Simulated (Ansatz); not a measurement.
# CH5BCl: the cost of one run

Program: Ansatz 0.2.0. Level of theory: UKS B3LYP-D4/def2-SVP. These are calculated values, not measurements.

**1. The starting structure**

Bond lengths: B1–Cl3 1.860 Å, B1–C4 1.600 Å, C4–H5 1.110 Å, C4–H6 1.110 Å, C4–H7 1.110 Å. Angles: Cl3–B1–C4 120.0°, B1–C4–H5 109.5°, B1–C4–H6 109.5°, B1–C4–H7 109.5°, H5–C4–H6 109.4°, H5–C4–H7 109.4°, H6–C4–H7 109.4°.

Coordinates:

```xyz
8

B     0.0000    0.0000    0.0000
H     0.0000    0.0000    1.4400
Cl    1.6108    0.0000   -0.9300
C    -1.3856    0.0000   -0.8000
H    -1.9458   -0.9305   -0.5708
H    -1.9898    0.8797   -0.4946
H    -1.1839    0.0508   -1.8903
H     0.0000    0.0000    2.4000
```

**2. Pulling towards end A**

Springs on the bonds that form and break draw the guess towards this end; the thresholds are loose.

Contents of input.yaml:

```yaml
crystal:
  periodic: [false, false, false]
  atoms:
    - { symbol: B, position_ang: [0.0, 0.0, 0.0] }
    - { symbol: H, position_ang: [0.0, 0.0, 1.44] }
    - { symbol: Cl, position_ang: [1.6108, 0.0, -0.93] }
    - { symbol: C, position_ang: [-1.3856, 0.0, -0.8] }
    - { symbol: H, position_ang: [-1.9458, -0.9305, -0.5708] }
    - { symbol: H, position_ang: [-1.9898, 0.8797, -0.4946] }
    - { symbol: H, position_ang: [-1.1839, 0.0508, -1.8903] }
    - { symbol: H, position_ang: [0.0, 0.0, 2.4] }
magnetization:
  spin_polarized: true
  initial_magnetization: 1
basis:
  gaussian: { orbitals: def2-SVP }
hamiltonian:
  xc: b3lyp
  dispersion: d4
relax:
  f_tol: 0.15
  max_steps: 25
  restrain:
    - { distance: [1, 7], at: 1.86, k: 30.0 }
    - { distance: [0, 1], at: 1.19, k: 30.0 }
output:
  orbitals: {}
```

On the command line:

```bash
> ansatz run input.yaml --threads 2 --pin off --max-ram 3072MiB --backend cpu --events-out ev --progress --plain --runs-dir out
```

What time and memory should one allow on 2 threads of Arm Neoverse V1, shared host?

About 11 s, with a peak of 0.16 GiB.
